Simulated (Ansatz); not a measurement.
System: antifluorite Mg2Ge. Method: PBE (plane waves, PAW; Ansatz, a program for electronic structure).

Run with plane-wave cutoff 520 eV, 12×12×12 k mesh, perturbation theory, force constants from a 4×4×4 q mesh, scalar-relativistic PAW data made under PBE.

Computed at the level's own relaxed cell. Harmonic vibrational thermodynamics at fixed volume:

| T (K) | S_vib (J/K per mol of atoms) | C_V (J/K per mol of atoms) | F_vib (eV/atom) |
|---|---|---|---|
| 0 | 0.00 | 0.00 | 0.0342 |
| 100 | ___ | ___ | ___ |
| 200 | ___ | ___ | ___ |
| 400 | ___ | ___ | ___ |
| 500 | ___ | ___ | ___ |
| 600 | ___ | ___ | ___ |
| 1000 | ___ | ___ | ___ |

Complete the blanks.


- 100, S_vib (J/K per mol of atoms): 8.91
- 100, C_V (J/K per mol of atoms): 14.49
- 100, F_vib (eV/atom): 0.0311
- 200, S_vib (J/K per mol of atoms): 21.63
- 200, C_V (J/K per mol of atoms): 21.37
- 200, F_vib (eV/atom): 0.0149
- 400, S_vib (J/K per mol of atoms): 37.52
- 400, C_V (J/K per mol of atoms): 23.96
- 400, F_vib (eV/atom): -0.0480
- 500, S_vib (J/K per mol of atoms): 42.91
- 500, C_V (J/K per mol of atoms): 24.31
- 500, F_vib (eV/atom): -0.0898
- 600, S_vib (J/K per mol of atoms): 47.36
- 600, C_V (J/K per mol of atoms): 24.50
- 600, F_vib (eV/atom): -0.1366
- 1000, S_vib (J/K per mol of atoms): 59.95
- 1000, C_V (J/K per mol of atoms): 24.78
- 1000, F_vib (eV/atom): -0.3612

The crystal is taken as a harmonic solid at every temperature: melting, phase changes and thermal expansion are not seen.

Note: the run warned that the k mesh is coarse for the response to a field.
